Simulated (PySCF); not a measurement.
**How the method changes the constants of NH**

State: ³Σ⁻ (triplet), unpaired electrons π ↑↑. Set-up: basis H pcseg-2, N pcseg-2; no relativity; PySCF 2.14. De refers to H + N in their high-spin ground configurations, without counterpoise correction. The functionals are run spin-unrestricted. A positive dipole means H(−)N(+).

| Level | Re (Å) | ωe (cm⁻¹) | De (eV) | μ (D) |
| --- | --- | --- | --- | --- |
| UHF | 1.020 | 3514 | 2.22 | -1.71 |
| UHF-MP2 | 1.030 | 3408 | 3.33 | n/a |
| UHF-SCS-MP2 | 1.030 | 3402 | 3.48 | n/a |
| UHF-CCSD | 1.035 | 3309 | 3.42 | n/a |
| UHF-CCSD(T) | 1.038 | 3282 | 3.46 | n/a |
| PBE | 1.051 | 3168 | 3.82 | -1.56 |
| r²SCAN | 1.040 | 3253 | 3.65 | -1.60 |
| PBE0 | 1.038 | 3310 | 3.68 | -1.61 |
| B97-3 | 1.038 | 3300 | 3.66 | -1.60 |
| M06 | 1.037 | 3142 | 3.55 | -1.63 |
| HSE06 | 1.038 | 3310 | 3.68 | -1.61 |
| M06-2X | 1.035 | 3305 | 3.59 | -1.61 |

Q: Which functional lies closest to UHF-CCSD(T) in De, which farthest, and by how much do they differ from it?

A: Closest is M06 (-0.1 pm in Re, -4.3 % in ωe, +0.09 eV in De against UHF-CCSD(T) in the same basis), farthest PBE (+1.3 pm in Re, -3.5 % in ωe, +0.36 eV in De). CCSD(T) converges more slowly with the basis than the functionals do and binds too weakly in this one, so the order can change at the basis-set limit.

Q: What does a quarter of exact exchange do here, going from PBE to PBE0?

A: PBE0 less PBE: -1.3 pm in Re, +4.5 % in ωe, -0.14 eV in De. Exact exchange removes part of the self-interaction that spreads semilocal densities, and in most molecules shortens and stiffens the bond and lowers De; so it does here.

Q: What does the step from GGA to meta-GGA do here, going from PBE to r²SCAN?

A: r²SCAN less PBE: -1.1 pm in Re, +2.7 % in ωe, -0.17 eV in De. 

Measured (Huber and Herzberg, Constants of Diatomic Molecules (1979)): Re = 1.03621 Å, ωe = 3282.27 cm⁻¹.

Correlated steps freeze 1 core orbital. The state was picked by a PBE0 search and need not be the measured ground state.

The whole job (state search and all levels along the bond) took about 0.98 min on 1 thread of Intel Xeon Platinum 8488C (shared host), peak memory 0.54 GiB.
